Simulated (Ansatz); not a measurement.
A nudged elastic band was laid between two geometries of CH5B + ClH (9 atoms, charge 0, multiplicity 1).

Theory: Ansatz, RKS PBE/def2-SVP.

- movable images: 9
- climbing image: yes
- spring: 5.0 eV/Å²
- optimiser: quadratic models (default)
- start path: through a guess of the saddle point
- force threshold: 0.05 eV/Å
- iteration limit: 60
- end points: relaxed

First end point:

```xyz
9
Properties=species:S:1:pos:R:3
B 0.010 -0.012 0.345
C 0.106 0.361 1.871
H -0.779 0.100 2.488
H 1.030 0.019 2.380
H 0.152 1.478 1.871
H 1.018 -0.011 -0.344
H -1.064 0.028 -0.236
Cl 0.015 -2.536 0.443
H -0.923 -2.615 1.342
```

Last end point:

```xyz
9
Properties=species:S:1:pos:R:3
B -0.060 -0.690 -0.814
C -0.031 0.035 2.677
H -0.954 0.284 3.234
H 0.841 0.103 3.355
H 0.098 0.752 1.843
H 1.044 -0.194 -0.870
H -1.090 -0.053 -0.859
Cl -0.175 -2.430 -0.685
H -0.107 -0.994 2.278
```

Which bonds break or form, and what moves?

Bonds broken: B1–C2, Cl8–H9. Bonds formed: B1–Cl8, C2–H9. CH5B + ClH becomes BClH2 + CH4.

What energy profile does the band end with?

It converged. The highest image is number 4 of 0 to 10, 33.5 kJ/mol above the first end and 124.9 kJ/mol above the last; the last end lies 91.4 kJ/mol below the first. A vibrational analysis at the climbing image gives one clearly imaginary mode, 641i cm⁻¹: a first-order saddle point. The orbitals stay closed-shell, which can raise the energy where a bond breaks towards radicals; this wasn't checked here.

| image | path coordinate (Å) | energy (kJ/mol) | B1–C2 (Å) | Cl8–H9 (Å) | B1–Cl8 (Å) |
| --- | --- | --- | --- | --- | --- |
| 0 | 0.00 | 0.0 | 1.57 | 1.30 | 2.53 |
| 1 | 0.55 | 0.9 | 1.58 | 1.30 | 2.57 |
| 2 | 1.09 | 4.4 | 1.58 | 1.30 | 2.63 |
| 3 | 1.64 | 13.4 | 1.59 | 1.32 | 2.56 |
| 4 | 2.18 | 33.5 | 1.69 | 1.50 | 2.16 |
| 5 | 2.67 | -10.6 | 1.95 | 1.90 | 1.93 |
| 6 | 3.16 | -58.9 | 2.34 | 2.23 | 1.81 |
| 7 | 3.64 | -80.2 | 2.70 | 2.55 | 1.77 |
| 8 | 4.13 | -88.3 | 3.04 | 2.86 | 1.76 |
| 9 | 4.62 | -90.9 | 3.34 | 3.13 | 1.75 |
| 10 | 5.10 | -91.4 | 3.56 | 3.29 | 1.75 |

What is the geometry of the highest image?


```xyz
9
Properties=species:S:1:pos:R:3:forces:R:3
B -0.042 -0.293 0.270 0.00 0.00 0.00
C -0.013 0.069 1.918 0.00 0.00 0.00
H -0.942 -0.065 2.508 0.00 0.00 0.00
H 0.867 -0.235 2.519 0.00 0.00 0.00
H 0.092 1.163 1.740 0.00 0.00 0.00
H 1.040 -0.131 -0.251 0.00 0.00 0.00
H -1.077 0.057 -0.254 0.00 0.00 0.00
Cl -0.231 -2.441 0.361 0.00 0.00 0.00
H -0.128 -1.311 1.349 0.00 0.00 0.00
```

What are the harmonic wavenumbers there?

641i, 184, 354, 477, 485, 713, 720, 772, 928, 1007, 1064, 1141, 1260, 1374, 1400, 1630, 2532, 2647, 2965, 3049, 3083 cm⁻¹.

Time of the run: 5.1 min on 1 thread of Arm Neoverse V2, with other jobs on the host, peak memory 0.14 GiB.
